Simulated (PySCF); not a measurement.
Gas-phase reaction: Si2N + N + 3 H2 → 2 H2SiNH. Level: ωB97X-V/def2-TZVP†; standard pressure 1 bar.

Energies from PySCF, thermal terms from the rigid-rotor harmonic-oscillator model, ideal gas at 1 bar. † marks an energy on the PBE0/def2-TZVP geometry and frequencies. Open shells (unrestricted): Si2N (multiplicity 2, electronic degeneracy 4), N (multiplicity 4); the rest are closed-shell singlets. Spin-orbit splitting is ignored; it lowers the true energy and changes the entropy of Si2N. H2SiNH: computed as isolated molecules; such fragments, hydroxides, amides, oligomers or adducts are transient or little studied in the gas. The harmonic model lacks anharmonicity and excited electronic states, which grow with temperature; levels with a mode under 35 cm⁻¹ are left out.

```
T (K)  1000/T (1/K)  log10 K
-----  ------------  -------
1000         1.0000    12.27
1200         0.8333     7.24
1400         0.7143     3.65
1600         0.6250     0.97
1800         0.5556        ?
2000         0.5000    -2.74
```

### Question
Fit log10 K = a + b·(1000/T) to the five rows, get the mean ΔH° and ΔS°, and predict log10 K at 1800 K.

### Answer
Means: 1000/T = 0.7345, log10 K = 4.278. Sums of products about the means: Sxy = 4.43515, Sxx = 0.147640, so b = Sxy/Sxx = 30.04 and a = 4.278 − (30.04)×0.7345 = -17.79.
ΔH° = −R ln 10 × 1000 K × b = −19.145 × (30.04) = -575 kJ; ΔS° = R ln 10 × a = -341 J/K. The run's own values go from -579 kJ and -344 J/K at 1000 K to -565 kJ and -335 J/K at 2000 K.
Prediction at 1800 K: -17.79 + (30.04)×0.5556 = -1.10. The computed value is -1.10, 0.00 from the line.
For scale, ΔH°(298 K) is -565 kJ at this level, -536 kJ at ωB97M-V/def2-TZVP†, and runs from -1266 to -468 kJ over the 14 levels computed.
